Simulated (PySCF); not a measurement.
**Indirect couplings**

Bonds (- single, = double, # triple, : aromatic): F1-C2 1.358 Å, C2-C3 1.531 Å, C3-F4 1.333 Å, C3-F5 1.333 Å, C3-F6 1.342 Å. C2 carries H7, H8.

Indirect spin–spin couplings were computed at B3LYP/pcJ-1 (PySCF 2.14) on a GFN2-xTB structure, for the isolated molecule, without vibrational or relativistic corrections. Couplings are averaged over pairs made equivalent by symmetry, fast rotation or ring inversion, so a value needn't be that of the named pair in this geometry, while other rotamers aren't included; one pair stands for each set, and the list holds those of at least 1.5 Hz over up to four bonds. One-bond C–F couplings come out tens of Hz too large with common functionals.

Isotopes: 13C, 19F, 1H.

```
  pair  bonds  J (Hz)
F1, C2      1  -246.9
C2, C3      1    72.7
C2, H7      1   160.3
C3, F4      1       ?
F1, C3      2    21.7
F1, H7      2    52.1
C2, F4      2    38.5
C3, H7      2    -1.8
F4, F5      2       ?
H7, H8      2   -10.3
F1, F4      3       ?
F4, H7      3       ?
```

**Question.** Estimate the withheld couplings, with signs.

**Answer.** 
- 1J(C3,F4) = -350.1 Hz (bond length 1.333 Å)
- 2J(F4,F5) = 71.6 Hz (mean over equivalent pairs that range from 44.4 to 85.3 Hz in this conformer)
- 3J(F1,F4) = -22.5 Hz (mean over equivalent pairs that range from -31.5 to -18.0 Hz in this conformer)
- 3J(F4,H7) = 7.7 Hz (mean over equivalent pairs that range from -2.2 to 23.9 Hz in this conformer)
